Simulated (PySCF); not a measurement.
# Which basis set comes closest?

Molecule: SMILES [PH4+], [H$_{4}$P]+.

Mapped SMILES: `[PH4+:1]` (H(Xn): hydrogen on atom n).

Geometry PBE0-D3(BJ)/def2-SVP throughout; GIAO in PySCF 2.14.0 with density-fitted response routines, gas phase, one conformer, non-relativistic; equivalent atoms averaged; functional PBE0.

Reference values (measured; solution, CH3OH; B. Maryasin, H. Zipse, Phys. Chem. Chem. Phys. 13 (2011) 5150): δ(P1) = -105.0 ppm vs 85 % H3PO4. Computed shifts are taken against H3PO4, calculated as an isolated molecule at each level.

How do the basis sets STO-3G, 6-31G, 6-31G*, def2-SVP, 6-311+G(2d,p), def2-TZVP perform against the reference? Times are CPU seconds on 1 thread of an Intel Xeon Platinum 8488C, shared host.

Results:


| basis set | functions | P1 | abs. error P | core-s |
| --- | --- | --- | --- | --- |
| STO-3G | 13 | -166.4 | 61.4 | 0.5 |
| 6-31G | 21 | -196.2 | 91.2 | 0.9 |
| 6-31G* | 26 | -99.1 | 5.9 | 1 |
| def2-SVP | 38 | -138.3 | 33.3 | 1.1 |
| 6-311+G(2d,p) | 59 | -139.7 | 34.7 | 1.9 |
| def2-TZVP | 61 | -139.4 | 34.4 | 2 |

For ³¹P the closest is 6-31G* (5.9 ppm) and the furthest 6-31G (91.2 ppm). Where a smaller basis beats a larger one, errors probably cancel. One molecule is a small sample, and vibrational and solvent effects are absent from the calculation.

A small basis that lands close on one nucleus may do so by chance; judge by the trend and by all nuclei.
